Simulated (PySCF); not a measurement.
Compound: hydrazinium(1+), N2H5 (charge +1).
Cartesian coordinates in Å at the PBE0-D3(BJ)/def2-SVP level; atoms count from 1:
```
atom  x, y, z in Å
N1     0.075    0.395   -0.792
N2    -0.226   -0.218    0.446
H3     0.679    1.202   -0.631
H4     0.555   -0.275   -1.394
H5    -0.726    0.455    1.046
H6     0.568   -0.597    0.996
H7    -0.892   -0.990    0.288
```

The closed-shell ground state was solved at several levels (PySCF, density fitting, gas phase, non-relativistic).

| level | basis functions | HOMO (eV) | LUMO (eV) | gap (eV) |
| --- | --- | --- | --- | --- |
| B3LYP/pcJ-1 | 104 | -14.09 | -5.85 | 8.24 |
| wB97X-D/def2-SVPD | 80 | -16.43 | -3.63 | 12.80 |
| HF/pcSseg-2 | 142 | -18.53 | -3.18 | 15.35 |

Q: What might PBE0/pcSseg-1 (59 basis functions) give for the same quantities?

A: HOMO -14.39 eV, LUMO -5.44 eV, gap 8.95 eV.

Q: Over all these levels, which gives the widest orbital gap and which the narrowest?

A: HF/pcSseg-2 (Hartree–Fock, all exact exchange) has the widest, 15.35 eV, and B3LYP/pcJ-1 (global hybrid, 20 % exact exchange) the narrowest, 8.24 eV. Functional and basis both differ between the two, so the spread mixes both effects.
